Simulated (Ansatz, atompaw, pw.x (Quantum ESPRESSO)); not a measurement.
**What a changed setting does to a pw.x run (diamond Si)**

Potential: PAW, atompaw 4.2.0.5, PBE; core [Ne], reference 3s2 3p2; waves: 3s (bound): rc 2.80 bohr; 3s channel at -0.15 Ry: rc 2.80 bohr; 3p (bound): rc 2.80 bohr; 3p channel at 0.9 Ry: rc 2.70 bohr; 3d channel at 0.45 Ry: rc 2.80 bohr; 3d channel at 1.8 Ry: rc 2.80 bohr; local part: troulliermartins scheme with l = 3 at 0 Ry, radius 2.20 bohr; core correction: smooth core density matched at 1.38 bohr; augmentation: sinc compensation charge, radius 2.65 bohr; PAW radius 2.80 bohr; waves and projectors: custom polynom vanderbiltortho.

The reference run (k-mesh 8³, cutoffs 40/400 Ry, Fermi–Dirac 0.01 Ry, mixing_beta 0.4, conv_thr 1e-9, no spin) gives -0.16 GPa at 20.463 Å³/atom, where all-electron LAPW gives -0.05 GPa. This run, with its own iteration cap, changes mixing_beta to 0.9.

```
&control
  calculation='scf', prefix='x', pseudo_dir='./', outdir='./tmp', tstress=.true., disk_io='none'
/
&system
  ibrav=0, nat=2, ntyp=1, ecutwfc=40, ecutrho=400, nbnd=11,
  occupations='smearing', smearing='fd', degauss=0.01
/
&electrons
  conv_thr=1e-09, mixing_beta=0.9, electron_maxstep=50
/
ATOMIC_SPECIES
Si 1.0 Si.UPF
CELL_PARAMETERS angstrom
  0.00000000 2.73520428 2.73520428
  2.73520428 0.00000000 2.73520428
  2.73520428 2.73520428 0.00000000
ATOMIC_POSITIONS crystal
Si 0.0000 0.0000 0.0000
Si 0.2500 0.2500 0.2500
K_POINTS automatic
8 8 8 0 0 0
```

```bash
pw.x < Si.scf.in > Si.scf.out
```

Task: How does the run end?

Result: It converges in 6 iterations; the free energy moves by +0.0 meV/atom and the pressure by +0.00 GPa. The result is that of the reference run.

```
Message from routine setup:
     using ibrav=0 with symmetry is DISCOURAGED, use correct ibrav instead
     lattice parameter (alat)  =       7.3098  a.u.
     unit-cell volume          =     276.1823 (a.u.)^3
     number of electrons       =         8.00
     number of Kohn-Sham states=           11
     kinetic-energy cutoff     =      40.0000  Ry
     charge density cutoff     =     400.0000  Ry
     scf convergence threshold =      1.0E-09
     Exchange-correlation= SLA PW PBX PBC
     number of k points=    29  Fermi-Dirac smearing, width (Ry)=  0.0100
     iteration #  1     ecut=    40.00 Ry     beta= 0.90
     total energy              =     -93.44729782 Ry
     estimated scf accuracy    <       0.05759383 Ry
     iteration #  2     ecut=    40.00 Ry     beta= 0.90
     total energy              =     -93.45188832 Ry
     estimated scf accuracy    <       0.00204416 Ry
     iteration #  3     ecut=    40.00 Ry     beta= 0.90
     total energy              =     -93.45214309 Ry
     estimated scf accuracy    <       0.00003203 Ry
     iteration #  4     ecut=    40.00 Ry     beta= 0.90
     total energy              =     -93.45216812 Ry
     estimated scf accuracy    <       0.00000112 Ry
     iteration #  5     ecut=    40.00 Ry     beta= 0.90
     total energy              =     -93.45216857 Ry
     estimated scf accuracy    <       0.00000020 Ry
     iteration #  6     ecut=    40.00 Ry     beta= 0.90
     the Fermi energy is     6.1653 ev
!    total energy              =     -93.45216859 Ry
     estimated scf accuracy    <          9.4E-10 Ry
     smearing contrib. (-TS)   =      -0.00027511 Ry
     The total energy is F=E-TS. E is the sum of the following terms:
     one-electron contribution =       5.62965929 Ry
     hartree contribution      =       1.16125227 Ry
     xc contribution           =      -6.96771807 Ry
     ewald contribution        =     -16.67485408 Ry
     one-center paw contrib.   =     -76.60023289 Ry
     convergence has been achieved in   6 iterations
          total   stress  (Ry/bohr**3)                   (kbar)     P=       -1.64
     Message from routine punch:
     Nothing written, as per user request (disk_io='none')
```

The run took about 12 s on one core of a shared host (Intel(R) Xeon(R) Platinum 8124M CPU @ 3.00GHz, 72 threads, 138 GiB, load 17).
